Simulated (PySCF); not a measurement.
C2H2O2, SMILES O=CC=O at its B3LYP/def2-SVP optimised geometry (Å):

```
6

O      1.3982    -1.0220     0.0000
C      0.7632     0.0000     0.0000
C     -0.7634     0.0000     0.0000
O     -1.3982     1.0220     0.0000
H      1.2213     1.0217    -0.0001
H     -1.2215    -1.0217     0.0001
```

Computed with PySCF 2.14.0 with B3LYP/def2-TZVP. Cells within 0.4 Å of a nucleus heavier than hydrogen are left out (blank, or x).

Map of the deformation density (molecule minus spherical neutral atoms) (e/bohr³) on the plane z = 0.0 Å:

```
|1111111111111111111111111111111|
|1111111111111111111111111111111|
|1111111111111111111111111111111|
|1111111111111111111111111111111|
|1111111111111111111111111111111|
|1111111111111111100000001111111|
|1111111011111110000000000111111|
|1111111111111100000000000011111|
|1111111113321100000000000001111|
|111111124x841100000000000001111|
|11111126xxx52000001242000000111|
|11111127xxx42000013695100000111|
|11111124xxx73000014885100000111|
|1111111125994112225873100000111|
|11110000136xxx565xxx41000000111|
|11100000003xxx888xxx20000000111|
|11100000014xxx565xxx63100001111|
|1110000013785222114995211111111|
|11100000158841000037xxx42111111|
|11100000159631000024xxx72111111|
|11100000024210000025xxx62111111|
|111100000000000001148x421111111|
|1111000000000000011233111111111|
|1111100000000000011111111111111|
|1111110000000000111111101111111|
|1111111000000011111111111111111|
|1111111111111111111111111111111|
|1111111111111111111111111111111|
|1111111111111111111111111111111|
|1111111111111111111111111111111|
|1111111111111111111111111111111|
```
Scale: ten equal steps from -0.014 (start of '0') to 0.118 (end of '9'), in the order '0123456789'; x runs from -3.50 to 3.50, y from -3.50 (bottom) to 3.50 (top).
